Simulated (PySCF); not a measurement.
# LiF: bond curves at several levels of theory

An exercise on one series of results from a longer session: the logs are not shown, and one member is left open.

Program: PySCF 2.14.0. Level of theory: Li pcseg-2, F pcseg-2, no relativity. These are calculated values, not measurements.

The first run:

A driver script around PySCF takes these settings:

| Quantity | Value |
| --- | --- |
| atoms | Li, F |
| charge | 0 |
| basis | Li pcseg-2, F pcseg-2 |
| Hamiltonian | no relativity |
| basis functions | 45 |
| electrons treated | 12 |
| masses in u | 7.0160, 18.9984 |
| levels | PBE0, PBE, r²SCAN, B2PLYP, PBEsol, LDA, HF, MP2, SCS-MP2, CCSD, CCSD(T) |
| grid | 80 radial by 434 angular points |
| occupations | held fixed by the projection of orbital angular momentum |
| dissociation limit | Li + F, each in its ground configuration |
| starting distance in angstrom | 1.900 |
| values of 2S to try | 0, 2 |

Command:

```sh
$ OMP_NUM_THREADS=1 python dia.py task.json out
```

Among the steps run: Input; The PBE0 curve of the state that the search chose; Higher solutions at PBE0; PBE (GGA); r²SCAN; B2PLYP; PBEsol (GGA); LDA; RHF; Correlated methods on the Hartree–Fock reference.

One table of the session follows, with a row left open; its other results are not shown here.

Energy (eV) from each level's lowest point:

| R (Å) | RHF | RHF-MP2 | RHF-SCS-MP2 | RHF-CCSD | RHF-CCSD(T) |
| --- | --- | --- | --- | --- | --- |
| 1.350 | 0.541 | 0.614 | 0.610 | n/a | n/a |
| 1.413 | 0.236 | 0.286 | 0.283 | 0.264 | 0.269 |
| 1.476 | 0.069 | 0.098 | 0.096 | 0.084 | 0.088 |
| 1.523 | 0.012 | 0.026 | 0.025 | 0.019 | 0.021 |
| 1.570 | 0.000 | 0.000 | 0.000 | 0.000 | 0.000 |
| 1.617 | 0.023 | 0.011 | 0.012 | 0.017 | 0.015 |
| 1.680 | ? | ? | ? | ? | ? |
| 1.758 | 0.234 | 0.190 | 0.196 | 0.215 | 0.208 |
| 1.853 | 0.445 | 0.384 | 0.392 | 0.420 | 0.410 |
| 1.978 | 0.767 | 0.686 | 0.697 | n/a | n/a |

**Question.** Estimate the row for R (Å) = 1.680.

Worked estimate for «RHF». A straight line through the neighbours (1.617, 0.023) and (1.758, 0.234) gives 0.023 + (0.234 − 0.023) × (1.680 − 1.617) / (1.758 − 1.617) = 0.117; a parabola fitted to 4 rows on both sides gives 0.101.

**Answer.** RHF: 0.096; RHF-MP2: 0.068; RHF-SCS-MP2: 0.071; RHF-CCSD: 0.083; RHF-CCSD(T): 0.079. In «RHF» the line misses by +0.021 and the parabola by +0.005.
